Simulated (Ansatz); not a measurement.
Total energies of CH5Si, SMILES `[CH2][SiH3]` radical.

Z-matrix (Å, degrees):
```
Si
C 1 1.840
H 1 1.487 2 110.3
H 1 1.487 2 110.4 3 -121.0
H 1 1.492 2 111.3 3 119.5
H 2 1.085 1 122.6 3 152.6
H 2 1.085 1 122.6 3 -29.9
```

The species carries charge 0 and has multiplicity 2. All single points use the PBE0-D4/def2-TZVP geometry. Basis def2-TZVPP, the Gaussian-basis code of Ansatz.

RPA on PBE orbitals: Hartree–Fock energy of these orbitals -329.66380 Eh, correlation -0.54653 Eh (frozen core).

```
             functional  energy without D4 (Eh)  D4 term (kJ/mol)
            LDA (SPW92)              -328.97224                 –
                 B97M-V              -330.48583                 –
                   PBE0              -330.38287              -7.1
                  B3LYP              -330.59041             -13.9
                r2SCANh              -330.50586              -2.1
                r2SCAN0              -330.50301              -2.3
HSE06 (plane-wave form)              -330.37309              -6.6
                  BHLYP              -330.53837             -10.2
              CAM-B3LYP              -330.54112              -7.1
                LC-ωPBE              -330.44660                 –
                ωB97X-V              -330.49993                 –
                ωB97M-V              -330.49981                 –
                 B2PLYP              -330.39544                 –
               PBE-QIDH              -330.29144                 –
```

**Question.** Give the same for PBE, revPBE, BLYP, r2SCAN. (An estimate is asked.)

**Answer.** Ansatz gave: 
| functional | energy without D4 (Eh) | D4 term (kJ/mol) |
| --- | --- | --- |
| PBE | -330.34085 | -8.6 |
| revPBE | -330.48698 | -28.5 |
| BLYP | -330.52822 | -19.4 |
| r2SCAN | -330.50807 | -2.0 |

B3LYP takes the VWN-RPA correlation (the form of Gaussian; ORCA's B3LYP/G). HSE06 is the plane-wave form, built on full-range PBE exchange. The double hybrids freeze the cores in their second-order part.

LC-ωPBE has ω = 0.4 bohr⁻¹.
